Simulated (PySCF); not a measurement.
dimethylamine (C₂H₇N), SMILES N(C)C. Atoms are numbered in the order given.

```xyz
10

C      0.0201    -0.2223     1.2121
N     -0.1470     0.5620     0.0000
C      0.0201    -0.2223    -1.2121
H      0.9791    -0.7642     1.2649
H     -0.7797    -0.9642     1.2771
H     -0.0569     0.4263     2.0857
H      0.5033     1.3376     0.0000
H      0.9791    -0.7642    -1.2649
H     -0.0569     0.4263    -2.0857
H     -0.7797    -0.9642    -1.2771
```

Geometry optimised at B3LYP-D3(BJ)/def2-TZVP.

Calculation: HF/pcSseg-1 in PySCF.

GIAO shieldings, no solvent; atoms alike by connectivity are averaged. δ = σ(ref) − σ: ¹³C against TMS (σ = 192.6 ppm); ¹⁵N against NH3 (σ = 267.3 ppm); ¹H against TMS (σ = 31.99 ppm), references at their B3LYP-D3(BJ)/def2-TZVP geometries, non-relativistic.

Computed chemical shifts:
| nucleus | atoms | count | δ (ppm) |
|---|---|---|---|
| ¹³C | C1, C3 | 2 | 37.4 |
| ¹⁵N | N2 | 1 | 17.2 |
| ¹H | H4, H5, H6, H8, H9, H10 | 6 | 2.24 |
| ¹H | H7 | 1 | -0.47 |
